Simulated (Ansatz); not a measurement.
Ansatz (a first-principles code) input (HF/3-21G): The .json file is the Basis Set Exchange's 3-21G.

Ansatz 0.2 input:
```yaml
crystal:
  periodic: [false, false, false]
  atoms:
    - {symbol: C, position_ang: [0.01091998, 0.21658882, 0.95978002]}
    - {symbol: C, position_ang: [-0.00015083, 0.23216616, -0.35161891]}
    - {symbol: F, position_ang: [0.00546660, -0.79615711, 1.78204925]}
    - {symbol: F, position_ang: [0.00746909, 1.34330003, -1.06320299]}
    - {symbol: F, position_ang: [-0.02011512, -0.84631291, -1.12428700]}
basis:
  gaussian:
    orbitals: 3-21G.json
hamiltonian:
  xc: {name: HF}
magnetization: {spin_polarized: true, initial_magnetization: 1}
relax: {f_tol: 0.003, max_steps: 120}
```

### Question
What final total energy does it give?

### Answer
-371.89300 Eh.

The determinant is spin-contaminated: <S^2> is 1.00 against 0.75 for a pure state.
